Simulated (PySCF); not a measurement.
Species: C4H4F2.
Z-matrix (Å and degrees, GFN2-xTB geometry), rows numbered from 1:
```
C 
C   1  1.3084
C   2  1.4791  1  149.64
C   2  1.4598  1  148.82  3   179.78
F   4  1.3522  2  121.36  3  -108.80
F   4  1.3523  2  121.42  3   108.78
H   1  1.0780  2  121.30  3     0.15
H   1  1.0775  2  121.45  3  -179.99
H   3  1.0808  2  118.83  4   106.57
H   3  1.0808  2  118.86  4  -106.52
```

The closed-shell ground state was solved at several levels (PySCF, density fitting, gas phase, non-relativistic).

```csv
level,basis functions,HOMO (eV),LUMO (eV),gap (eV),dipole (D)
B3LYP/pcJ-1,202,-8.11,-1.08,7.03,2.39
PBE0/pcSseg-1,122,-8.37,-0.88,7.49,2.40
```

(1) Estimate the row for CAM-B3LYP/def2-SVPD, a basis of 158 functions; the other rows only guide the guess.

(2) Over all these levels, which gives the widest orbital gap and which the narrowest?

(3) How far do the dipole and the HOMO energy spread over the levels?

## Answers

(1) HOMO -9.78 eV, LUMO 0.17 eV, gap 9.95 eV, dipole 2.62 D.

(2) CAM-B3LYP/def2-SVPD (range-separated hybrid) has the widest, 9.95 eV, and B3LYP/pcJ-1 (global hybrid, 20 % exact exchange) the narrowest, 7.03 eV. Functional and basis both differ between the two, so the spread mixes both effects.

(3) The dipole runs from 2.39 to 2.62 D (mean 2.47 D) and the HOMO from -9.78 to -8.11 eV.
